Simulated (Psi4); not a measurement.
**One shape, several levels: triplet C3H5F**

We compute a comparison of 4 runs (U-r2SCAN/def2-SVP, U-revPBE/def2-SVP, USVWN5/def2-SVP, UTPSS/def2-SVP) of triplet C3H5F. 

Program for the calculation: Psi4 1.11.

2 further runs of the same task are left out: 2 set aside as unsound or not needed.

## Step 1: The structure to begin with

The species is C3H5F (9 atoms), meant as a triplet with charge 0. SMILES of the parent species: `C=CCF`. The shape is that of a PBE0-D4/def2-TZVP optimisation. That shape belongs to the parent species and isn't relaxed for this state.

Bond lengths: C1–C2 1.324 Å, C2–C3 1.486 Å, C3–F4 1.387 Å, C1–H5 1.084 Å, C1–H6 1.086 Å, C2–H7 1.087 Å, C3–H8 1.096 Å, C3–H9 1.094 Å. Some angles: C1–C2–C3 123.6°, C2–C3–F4 110.3°, C1–C2–H7 120.6°, C3–C2–H7 115.9°, C2–C1–H5 121.7°, C2–C1–H6 121.3°, C2–C3–H8 111.1°, C2–C3–H9 111.2°, F4–C3–H8 106.9°, F4–C3–H9 108.2°.

## Step 2: Energy and forces at U-r2SCAN/def2-SVP (run 1)

c3h5f.in reads:

```
memory 1600 MB

molecule geom {
  0 3
  C
  C 1 1.324191
  C 2 1.48608 1 123.55492
  F 3 1.387265 2 110.3456 1 126.14046
  H 1 1.08355 2 121.72294 3 177.89256
  H 1 1.085759 5 116.94543 2 179.63325
  H 2 1.087109 1 120.55705 5 -0.9041
  H 3 1.095791 4 106.90686 2 -120.88558
  H 3 1.093755 8 108.98446 4 116.71624
  symmetry c1
  no_reorient
  no_com
}

set basis def2-SVP
set reference uks
set puream true
set e_convergence 1e-09
set d_convergence 1e-08
set scf_type pk
set dft_radial_points 99
set dft_spherical_points 590
set maxiter 200

E = gradient('r2scan')
```

Launch:

```
psi4 -i c3h5f.in -o c3h5f.out -n 1
```

c3h5f.out:

```text
[...]
  Running in c1 symmetry.
[...]
  Nuclear repulsion =  114.580614677986702
[...]
  Multiplicity = 3
[...]
  Nalpha       = 17
  Nbeta        = 15
[...]
    Number of basis functions: 81
[...]
   @UKS iter   1:  -216.01322288547678    3.33068e-01   1.21568e-02 ADIIS/DIIS
[...]
   @UKS iter  15:  -216.69248120200368   -6.53699e-13   3.19010e-09 DIIS
[...]
   @S^2 Observed:                2.010230585E+00
[...]
  @UKS Final Energy:  -216.69248120200368
   => Energetics <=
    Nuclear Repulsion Energy =            114.5806146779867021
    One-Electron Energy =                -522.6906093520100285
    Two-Electron Energy =                 219.9470802007639918
    DFT Exchange-Correlation Energy =     -28.5295667287443564
    Empirical Dispersion Energy =           0.0000000000000000
    VV10 Nonlocal Energy =                  0.0000000000000000
    Total Energy =                       -216.6924812020036768
[...]
 Multipole Moments:
 ------------------------------------------------------------------------------------
     Multipole            Electronic (a.u.)      Nuclear  (a.u.)        Total (a.u.)
 ------------------------------------------------------------------------------------
 L = 1.  Multiply by 2.5417464519 to convert [e a0] to [Debye]
 Dipole X            :          2.4465219           -2.9708232           -0.5243012
 Dipole Y            :         -1.2477301            1.3094497            0.0617197
 Dipole Z            :          4.2621694           -4.7244044           -0.4622350
 Magnitude           :                                                    0.7016853
[...]
  -Total Gradient:
     Atom            X                  Y                   Z
    ------   -----------------  -----------------  -----------------
       1        0.001678158092    -0.001190836469     0.203279698144
       2        0.001673758802     0.010434704312    -0.205560413167
       3       -0.003688420606    -0.017189075497     0.006482349463
       4       -0.005602907282     0.001546905597    -0.008203614812
       5        0.000143437182    -0.003329187869     0.005386123498
       6       -0.001105650471     0.003313939492     0.005205080092
       7       -0.001577728901    -0.003542169246    -0.005542352272
       8        0.007997498692     0.003500561362    -0.005859407398
       9        0.000519521449     0.006478676510     0.004809858767
[...]
```

It took 70 s on 1 thread of Intel Xeon Platinum 8488C (Sapphire Rapids), shared host; peak memory 0.94 GiB.

## Step 3: A single-point energy at U-revPBE/def2-SVP (run 2)

c3h5f.xyz reads:

```xyz
9
C3H5F
C     -0.578000     1.122500    -0.608000
C      0.352500     0.215400    -0.353400
C      0.200500    -0.852800     0.668500
F      0.430500    -2.098200     0.102300
H     -0.422500     1.909200    -1.336700
H     -1.531700     1.114000    -0.089100
H      1.299800     0.230700    -0.886500
H      0.929800    -0.730800     1.477200
H     -0.806800    -0.852300     1.094700
```

run.py reads:

```python
import numpy as np
from ase.calculators.psi4 import Psi4
from ase.io import read

mol = read('c3h5f.xyz')
calc = Psi4(atoms=mol, method='revpbe', basis='def2-SVP', memory='1600MB', num_threads=1, charge=0, multiplicity=3, label='psi4-calc', reference='uks')
calc.psi4.set_options({'puream': True, 'e_convergence': 1e-09, 'd_convergence': 1e-08, 'scf_type': 'pk', 'dft_radial_points': 99, 'dft_spherical_points': 590, 'maxiter': 200})
mol.calc = calc

print(f'energy: {mol.get_potential_energy():.6f} eV')
```

Launch:

```
python run.py
```

psi4-calc.dat:

```text
[...]
  Running in c1 symmetry.
[...]
  Nuclear repulsion =  114.580608246719862
[...]
  Multiplicity = 3
[...]
  Nalpha       = 17
  Nbeta        = 15
[...]
    Number of basis functions: 81
[...]
   @UKS iter   1:  -215.92048775539945    5.08721e-01   1.34618e-02 ADIIS/DIIS
[...]
   @UKS iter  15:  -216.73544527097039   -4.83169e-13   3.03217e-09 DIIS
[...]
   @S^2 Observed:                2.006269850E+00
[...]
    Orbital Energies [Eh]
    ---------------------
    Alpha Occupied:
       1A    -24.240986     2A     -9.974809     3A     -9.916543
       4A     -9.915820     5A     -1.059043     6A     -0.744900
       7A     -0.622179     8A     -0.518976     9A     -0.452566
      10A     -0.432335    11A     -0.419722    12A     -0.385294
      13A     -0.338134    14A     -0.306065    15A     -0.278015
      16A     -0.273030    17A     -0.082339
    Alpha Virtual:
      18A      0.055197    19A      0.060545    20A      0.077985
      21A      0.108904    22A      0.122017    23A      0.132689
      24A      0.225743    25A      0.307123    26A      0.357882
[...]
  @UKS Final Energy:  -216.73544527097039
   => Energetics <=
    Nuclear Repulsion Energy =            114.5806082467198621
    One-Electron Energy =                -522.6634403502578152
    Two-Electron Energy =                 219.9079246243425700
    DFT Exchange-Correlation Energy =     -28.5605377917749941
    Empirical Dispersion Energy =           0.0000000000000000
    VV10 Nonlocal Energy =                  0.0000000000000000
    Total Energy =                       -216.7354452709703878
[...]
 Multipole Moments:
 ------------------------------------------------------------------------------------
     Multipole            Electronic (a.u.)      Nuclear  (a.u.)        Total (a.u.)
 ------------------------------------------------------------------------------------
 L = 1.  Multiply by 2.5417464519 to convert [e a0] to [Debye]
 Dipole X            :          1.2950893           -1.3622171           -0.0671278
 Dipole Y            :         -4.9775861            5.5635044            0.5859182
 Dipole Z            :         -0.0105337            0.2285317            0.2179980
 Magnitude           :                                                    0.6287523
[...]
```

Standard output:

```text
energy: -5897.671866 eV
```

Run time: 29 s. Hardware: 1 thread of Intel Xeon Platinum 8488C (Sapphire Rapids), shared host; peak memory 0.83 GiB.

Run 3 isn't shown in full; the table further down has it.

## Step 4: Energy and forces at UTPSS/def2-SVP (run 4)

job.inp reads:

```
memory 1.6 GB

molecule geom {
  0 3
  C     -0.578000     1.122500    -0.608000
  C      0.352500     0.215400    -0.353400
  C      0.200500    -0.852800     0.668500
  F      0.430500    -2.098200     0.102300
  H     -0.422500     1.909200    -1.336700
  H     -1.531700     1.114000    -0.089100
  H      1.299800     0.230700    -0.886500
  H      0.929800    -0.730800     1.477200
  H     -0.806800    -0.852300     1.094700
  symmetry c1
}

set globals {
  basis                def2-SVP
  reference            uks
  puream               true
  e_convergence        1e-09
  d_convergence        1e-08
  scf_type             pk
  dft_radial_points    99
  dft_spherical_points 590
  maxiter              200
}

E, wfn = gradient("tpss", return_wfn=True)
oeprop(wfn, "MULLIKEN_CHARGES", "QUADRUPOLE", "LOWDIN_CHARGES", title="TPSS")
```

Launch:

```
psi4 -n 1 job.inp job.out
```

job.out:

```text
[...]
  Running in c1 symmetry.
[...]
  Nuclear repulsion =  114.580608246719862
[...]
  Multiplicity = 3
[...]
  Nalpha       = 17
  Nbeta        = 15
[...]
    Number of basis functions: 81
[...]
   @UKS iter   1:  -216.07203399582389    4.26848e-01   1.29654e-02 ADIIS/DIIS
[...]
   @UKS iter  15:  -216.83712541398927   -7.38964e-13   6.43865e-09 DIIS
[...]
   @S^2 Observed:                2.008190837E+00
[...]
  @UKS Final Energy:  -216.83712541398927
   => Energetics <=
    Nuclear Repulsion Energy =            114.5806082467198621
    One-Electron Energy =                -522.7155651957955342
    Two-Electron Energy =                 219.9843746337229220
    DFT Exchange-Correlation Energy =     -28.6865430986365126
    Empirical Dispersion Energy =           0.0000000000000000
    VV10 Nonlocal Energy =                  0.0000000000000000
    Total Energy =                       -216.8371254139892699
[...]
  -Total Gradient:
     Atom            X                  Y                   Z
    ------   -----------------  -----------------  -----------------
       1        0.141982262755    -0.141615379677     0.039297856374
       2       -0.139805753837     0.143504955755    -0.046467617784
       3       -0.002570013725    -0.013031225198     0.011450057269
       4       -0.003877124256     0.016912737830     0.004377408353
       5        0.001406130360    -0.006843385306     0.004770158818
       6        0.007998955450    -0.001578666555    -0.001466084585
       7       -0.006755658321     0.002860925910     0.003354870463
       8       -0.006564763777     0.000658048711    -0.010590133968
       9        0.008185938424    -0.000869266817    -0.004712928406
[...]
 Multipole Moments:
 ------------------------------------------------------------------------------------
     Multipole            Electronic (a.u.)      Nuclear  (a.u.)        Total (a.u.)
 ------------------------------------------------------------------------------------
 L = 1.  Multiply by 2.5417464519 to convert [e a0] to [Debye]
 Dipole X            :          1.2873731           -1.3622171           -0.0748440
 Dipole Y            :         -4.9406155            5.5635044            0.6228889
 Dipole Z            :         -0.0069406            0.2285317            0.2215911
 Magnitude           :                                                    0.6653531
 L = 2.  Multiply by 1.3450342976 to convert [e a0^2] to [Debye ang]
 Quadrupole XX       :        -53.3322566           36.0191086          -17.3131479
 Quadrupole XY       :         48.5083828          -47.9835653            0.5248175
[...]
```

It took 85 s on 1 thread of Intel Xeon Platinum 8488C (Sapphire Rapids), shared host; peak memory 0.93 GiB.

## Step 5: Overview of the runs

```csv
run,level,task,energy (Eh),dipole moment (D),HOMO energy (eV),⟨S²⟩,wall time
1,U-r2SCAN/def2-SVP,gradient,-216.692481,1.78,-2.71,2.010,70 s
2,U-revPBE/def2-SVP,energy,-216.735445,1.60,-2.24,2.006,29 s
3,USVWN5/def2-SVP,gradient,-215.048638,1.59,-2.18,2.004,22 s
4,UTPSS/def2-SVP,gradient,-216.837125,1.69,-2.39,2.008,85 s
```

## Step 6: Summary of results

| quantity | value |
| --- | --- |
| run 4: total energy | -216.83713 Eh |
| run 4: dipole moment | 1.69 D |
| run 4: HOMO energy (highest over α and β) | -2.39 eV |
| run 4: ⟨S²⟩ | 2.008 |
| run 4: largest force on an atom | 10.576 eV/Å |

In words: The dipole moment (its size) runs from 1.59 D (USVWN5/def2-SVP) to 1.78 D (U-r2SCAN/def2-SVP). Totals of different functionals can't be ranked against each other. All runs together took 3.4 min, the longest 85 s.
